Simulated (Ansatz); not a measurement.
Process, species as SMILES: F (HF) -> F (HF) as doublet, charge +1 + e-

Wanted: adiabatic ionisation energy (0 K, with zero-point energies), in eV. Terms: non-relativistic; spin-orbit terms left out; UHF or UKS for open shells; 6-31G* and kin with 6d, 5d where marked. Ab initio and DFT rows: single points at B3LYP-D3(BJ) geometries (Ansatz, an electronic-structure program), with unscaled harmonic terms from B3LYP/6-31G* at its own minima.

```
species                       coefficient  E at HF/6-31G* (Ansatz), Eh  E at wB97M-V/def2-TZVPD (Ansatz), Eh  zero-point energy, kcal/mol
----------------------------  -----------  ---------------------------  ------------------------------------  ---------------------------
F (HF)                                 -1                   -100.00269                            -100.46200                         5.68
F (HF) as doublet, charge +1           +1                    -99.48953                             -99.87587                         4.15
```

Measured values: CCCBDB table in ASE; they hold spin-orbit and core effects.  Value to compare with, the measured value: 16.03 eV. 1 Eh = 27.2114 eV and 1 eV = 23.0605 kcal/mol.

Task: Work the quantity out at each level, and compare with the measured value.

Result: 
- HF/6-31G*: the sum of coefficient times E is 0.51316 Eh, or 13.964 eV; the thermal terms add -0.066. Result: 13.90 eV. Its error against the measured value is -2.13 eV.
- wB97M-V/def2-TZVPD: the sum of coefficient times E is 0.58613 Eh, or 15.949 eV; the thermal terms add -0.066. Result: 15.88 eV. Its error against the measured value is -0.15 eV.
